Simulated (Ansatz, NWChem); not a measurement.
## CHNS (isothiocyanic acid): from total energies to a heat of formation

The species is CHNS (4 atoms), meant as a singlet with charge 0. SMILES: `N=C=S`. The coordinates come from a PBE0-D4/def2-TZVP relaxation.

Total energies at CCSD(T)/def2-TZVP, 7 core orbitals frozen (NWChem 7.3.0); the atoms run unrestricted:

```
species    state  energy (Eh)
   CHNS  singlet  -491.017615
      N  quartet   -54.515941
      C  triplet   -37.781030
      S  triplet  -397.644727
      H  doublet    -0.499810
```

Harmonic wavenumbers at PBE0-D4/def2-TZVP, in cm⁻¹: 464, 502, 634, 901, 2082, 3713.

Measured heats of formation of the gaseous atoms at 298.15 K, in kJ/mol: N 472.4, C 716.9, S 277.0, H 218.0. Spin-orbit lowering of the atoms at 298 K (mean of the ground term's levels less their thermal mean, from spectra), in kJ/mol: C 0.02, S 1.88. Take 1 Eh = 2625.50 kJ/mol, 1 cm⁻¹ = 0.0119627 kJ/mol, RT = 2.479 kJ/mol.

**Question.** Work out the heat of formation of the gas at 298 K.

**Answer.** 
1. Electronic atomisation energy: (-54.515941) + (-37.781030) + (-397.644727) + (-0.499810) − (-491.017615) = 0.576107 Eh = 1512.6 kJ/mol.
2. Zero-point energy: half the sum of the wavenumbers, 4148 cm⁻¹ = 49.6 kJ/mol.
3. Thermal vibrational enthalpy, Σ hcν̃/(exp(hcν̃/kT) − 1): 1.8 kJ/mol. Translation, rotation and pV of a non-linear molecule: 4 RT = 9.9 kJ/mol.
4. The 4 free atoms carry 5/2 RT each: 24.8 kJ/mol.
5. Spin-orbit coupling lowers the free atoms by 0.02 + 1.88 = 1.9 kJ/mol.
6. Atomisation enthalpy at 298 K: 1512.6 − 1.9 − 49.6 − 1.8 − 9.9 + 24.8 = 1474.2 kJ/mol.
7. Sum of the atoms' heats of formation: 1684.3 kJ/mol. Heat of formation: 1684.3 − 1474.2 = +210.1 kJ/mol.

The tabulated value is +127.6 kJ/mol (CRC Handbook of Chemistry and Physics), so this level is off by +82.5 kJ/mol, or 5.3 % of the atomisation enthalpy that the table implies (1556.7 kJ/mol). Coupled cluster needs large bases for atomisation: in a finite one the molecule is underbound. Anharmonicity and any spin-orbit splitting of the molecule are left out, and cores are frozen in the wave-function part.
